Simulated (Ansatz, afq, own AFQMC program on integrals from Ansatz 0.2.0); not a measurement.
# P⁺, triplet in cc-pVTZ, levels against full CI

A free P cation.

Basis cc-pVTZ. Noble-gas cores (and the filled d shells of Ga–Kr and In–Xe) are frozen. AFQMC by an in-house program on the Cholesky factors that Ansatz 0.2.0 writes for its CCSD(T) run. ph-AFQMC/CISD is guided by a CISD state made of CCSD amplitudes; releasing the constraint for a short imaginary time cuts its bias at the price of noise, slowly where states lie close. Error bars are statistical, one sigma.

Determinant: UHF, the one that the program's search chose, which needn't be the lowest solution.

Full CI on the same integrals is exact in this basis and with this determinant's frozen core.

The T1 diagnostic is 0.0097 and the weight of the determinant in the CISD state is 0.942. The ⟨S²⟩ of the determinant is 2.013 and the size of the correlated space is 4 electrons in 29 orbitals.

```
  level  correlation energy (eV)
    MP2                  -1.6988
   CCSD                  -2.2441
CCSD(T)                  -2.3063
```

Question: Estimate where phaseless AFQMC with a CISD trial lies against CCSD(T) on the same integrals.

Answer: 1.6 ± 0.2 kJ/mol below CCSD(T).

Reference: full CI, correlation energy -2.326 eV. The released energy is read at 2.40 1/Eh (meV from the phaseless value at times in 1/Eh: -3 ± 4 at 0.24, -2.9 ± 1.8 at 0.51, -2.0 ± 0.9 at 0.99, -4.6 ± 0.8 at 1.62, -3.7 ± 0.8 at 2.40).

| level | E − E(reference) (kJ/mol) | share of correlation (%) |
| --- | --- | --- |
| CCSD(T) | 1.9 | 99.14 |
| CCSDT | 0.2 | 99.93 |
| CCSDT(Q) | 0.0 | 99.99 |
| ph-AFQMC/CISD | 0.4 ± 0.2 | 99.83 |
| released AFQMC | 0.0 ± 0.08 | 99.99 |

CCSDT and higher add their correlation energy to the determinant of the CCSD(T) run, since their own runs factorise the integrals more tightly (a shift of under 2 meV). A walk keeps the symmetry of its determinant, which the program's search chose and which needn't be the lowest solution, so a lower state of the same spin and another symmetry isn't excluded. Released energies are given only where the last usable release times agree within the noise; a slower fall can still hide under it.
